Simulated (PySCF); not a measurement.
Gas-phase reaction: CH₄ + CO + 2 H ⇌ CH₃OCH₃

Energies from PySCF (xtb for GFN2), thermal terms from the rigid-rotor harmonic-oscillator model, ideal gas at 1 bar. 'Table' is the NASA 1993 thermochemical table (part measured, part estimated). † marks an energy on the PBE0/def2-TZVP geometry and frequencies; other levels use their own. 6-31G* has spherical d functions here. Open shells (unrestricted): H (multiplicity 2); the rest are closed-shell singlets. GFN2 has no spin-polarisation term.

Levels: a) PBE0/def2-SVP†; b) HF/6-31G*; c) ωB97M-V/def2-TZVP†; d) PBE0/def2-TZVP; e) GFN2-xTB.

**Question.** Order the levels by the distance of their ΔH°(298 K) from the table for this reaction, closest first.

**Answer.** c (+2 kJ), d (-18 kJ), a (-29 kJ), b (+149 kJ), e (-310 kJ)

The table gives -435 kJ. The order holds for this reaction alone, and for the 1993 entries, some of which have been revised since.
